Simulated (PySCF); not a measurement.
# NO2 (nitrogen dioxide): levels of theory compared

Aim: a comparison of 3 runs (U-wB97X-V/STO-3G, UB2PLYP/STO-3G, UB3LYP/STO-3G) of NO2 (nitrogen dioxide). The job is set up through a Python script.

Program for the calculation: PySCF 2.14.0.

19 further runs of the same task are left out: 11 that didn't finish, 8 set aside as unsound or not needed.

### 1 Starting point

NO2: 3 atoms, total charge 0, spin state doublet. As SMILES, `[O]N=O`. The O1–N2 distance was set to 3.306 Å, away from the relaxed value. At this shape a bond of the SMILES string is far longer than usual.

Bond lengths: N2–O3 1.181 Å.

### 2 A single-point energy at U-wB97X-V/STO-3G (run 1)

The input, calc.py:

```python
from pyscf import gto, dft

system = gto.Mole()
system.atom = [
    ('O', (1.010907, -3.043596, 0.231567)),
    ('N', (-0.247880, -0.008390, -0.136210)),
    ('O', (0.046180, 1.100790, 0.141070)),
]
system.basis = 'sto-3g'
system.spin = 1
system.verbose = 3
system.max_memory = 1860
system.build()

ks = dft.UKS(system, xc='wb97x-v')
ks.grids.level = 5
ks.conv_tol = 1e-10
ks.nlcgrids.level = 1
ks.kernel()
if not ks.converged:
    ks = ks.newton().run(ks.mo_coeff, ks.mo_occ)

e_tot = ks.e_tot
print('E(%s) = %.9f' % ('WB97X-V', e_tot))
```

On the command line:

```
$ OMP_NUM_THREADS=1 python calc.py
```

The log of the run:

```text
WARN: HOMO 0.204670591969546 >= LUMO 0.204821146608902

converged SCF energy = -202.137687860073  <S^2> = 1.7506145  2S+1 = 2.8288616
E(WB97X-V) = -202.137687860
```

It took 34 s on 1 thread of Arm Neoverse V1, shared host; peak memory 0.18 GiB.

### 3 The energy at UB2PLYP/STO-3G (run 2)

The input, job.py:

```python
from pyscf import gto, dft, mp

mol = gto.M(
    atom='''
O      1.910337    -5.751563     0.437598
N     -0.468425    -0.015855    -0.257400
O      0.087268     2.080192     0.266584
''',
    max_memory=1860,
    basis='sto-3g',
    spin=1,
    verbose=3,
    unit='bohr',
)

mf = dft.UKS(mol, xc='0.53*HF + 0.47*B88, 0.73*LYP')
mf.grids.level = 5
mf.conv_tol = 1e-10
mf.kernel()
if not mf.converged:
    mf = mf.newton().run(mf.mo_coeff, mf.mo_occ)

pt = mp.MP2(mf, frozen=3).run()
energy = mf.e_tot + 0.27 * pt.e_corr
print('PT2 part  %.8f' % (0.27 * pt.e_corr))
print('E(%s) = %.9f' % ('B2PLYP', energy))
```

On the command line:

```
$ OMP_NUM_THREADS=1 python job.py
```

The log of the run:

```text
WARN: HOMO 0.209314073043424 >= LUMO 0.209386376529793

WARN: HOMO 0.155063948514798 >= LUMO 0.120751737382251

SCF not converged.
SCF energy = -201.899924490296 after 50 cycles  <S^2> = 1.7536982  2S+1 = 2.8310409
converged SCF energy = -201.899924592135  <S^2> = 1.7537003  2S+1 = 2.8310424
E(UMP2) = -202.075478969497  E_corr = -0.17555437736261
E(SCS-UMP2) = -202.068598680468  E_corr = -0.168674088333629
PT2 part  -0.04739968
E(B2PLYP) = -201.947324274
```

It took 13 s on 1 thread of Arm Neoverse V1, shared host; peak memory 0.34 GiB.

### 4 The energy at UB3LYP/STO-3G (run 3)

The input, input.py:

```python
from pyscf import gto, dft

mol = gto.M(
    atom='O 1.010907 -3.043596 0.231567; N -0.247880 -0.008390 -0.136210; O 0.046180 1.100790 0.141070',
    basis='sto-3g',
    spin=1,
    max_memory=1860,
    charge=0,
    verbose=3,
)

ks = dft.UKS(mol)
ks.xc = 'b3lyp'
ks.conv_tol = 1e-10
ks.grids.level = 5
ks.kernel()
if not ks.converged:
    ks = ks.newton().run(ks.mo_coeff, ks.mo_occ)

energy = ks.e_tot
print('E = %.10f Eh' % energy)
```

On the command line:

```
$ OMP_NUM_THREADS=1 python input.py
```

The log of the run:

```text
WARN: HOMO 0.0779256532581157 >= LUMO 0.0779329049568539

WARN: HOMO 0.849881489764698 >= LUMO 0.850802833568936

WARN: HOMO -0.095316603835426 >= LUMO -0.0951190503518295

SCF not converged.
SCF energy = -202.160974758719 after 50 cycles  <S^2> = 1.7507431  2S+1 = 2.8289525
converged SCF energy = -202.161337791363  <S^2> = 1.7506874  2S+1 = 2.8289132
E = -202.1613377914 Eh
```

Run time: 24 s. Hardware: 1 thread of Arm Neoverse V1, shared host; peak memory 0.35 GiB.

### 5 Overview of the runs

| run | level | nlc grid | frozen core orbitals | energy (Eh) | dipole moment (D) | HOMO energy (eV) | LUMO energy (eV) | wall time |
| --- | --- | --- | --- | --- | --- | --- | --- | --- |
| 1 | U-wB97X-V/STO-3G | 1 | – | -202.137688 | 0.40 | -5.91 | 3.09 | 34 s |
| 2 | UB2PLYP/STO-3G | – | 3 | -201.947324 | 0.30 | -5.65 | 2.27 | 13 s |
| 3 | UB3LYP/STO-3G | – | – | -202.161338 | 0.40 | -3.13 | -0.05 | 24 s |

### 6 What came out

| quantity | value |
| --- | --- |
| run 3: total energy | -202.16134 Eh |
| run 3: dipole moment | 0.40 D |
| run 3: HOMO energy (highest over α and β) | -3.13 eV |
| run 3: LUMO energy (lowest over α and β) | -0.05 eV |
| run 3: ⟨S²⟩ | 1.751 |

In words: The dipole moment (its size) runs from 0.30 D (UB2PLYP/STO-3G) to 0.40 D (UB3LYP/STO-3G). A double hybrid's value is that of its SCF part. Totals of different functionals can't be ranked against each other. In runs 1, 2, 3 the basis is minimal, so the values are rough. Spin contamination of the reference: run 2 ⟨S²⟩ = 1.75, run 3 ⟨S²⟩ = 1.75, run 1 ⟨S²⟩ = 1.75. Where it is this large, the reference is a mixture of spin states, and values that rest on it are in doubt. All runs together took 71 s, the longest 34 s.
